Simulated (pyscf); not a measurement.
PySCF, gas phase, ωB97X-D3(BJ)/def2-SVP geometries. Correlated levels are frozen-core, on RHF or UHF. ΔMP2 is the change of the MP2 total energy from the triple- to the quadruple-zeta basis.

Question: SH• + SiH₄ -> H₂S + SiH₃•
Surface: doublet. Broken: H–Si. Formed: H–S. Give ΔE‡ and ΔE from CCSD(T)/def2-TZVPP + ΔMP2(QZVPP), relative to the separated reactants.

Answer: ΔE‡ = 6.3 kcal/mol, ΔE = +1.1 kcal/mol. Zero-point energy shifts the barrier by -1.8 kcal/mol. It is a hydrogen abstraction, with an imaginary mode of 1121i cm⁻¹. One saddle was located; it need not be the lowest between these sides. The angle at the transferred H is 166°. The CCSD(T) − MP2 part came from Ansatz, without density fitting, on the same reference. Left out: the spin-orbit lowering of SH.
